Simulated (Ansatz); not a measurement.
in.yaml

```yaml
crystal:
  periodic: [false, false, false]
  atoms:
    - {symbol: Al, position_ang: [0.000000, 0.000000, 0.245167]}
    - {symbol: Ga, position_ang: [0.000000, 0.000000, -2.425333]}
    - {symbol: H, position_ang: [0.000000, 0.000000, 2.180167]}
basis:
  gaussian: {orbitals: 6-31G}
magnetization: {spin_polarized: false, initial_magnetization: 1}
correlation: {method: fic_mrcisd_q, electrons: outside_noble_gas}
```

```sh
$ ansatz run in.yaml --threads 1 --pin off --events-out ev --progress --plain --max-ram 2393MiB
```

Question: What does the program do with this input?

Answer: Refused. The input was made wrong on purpose (method needs an active space), so the run isn't a sound calculation of what was asked.
```
Error: this correlation method needs an active space: name one as the reference
```
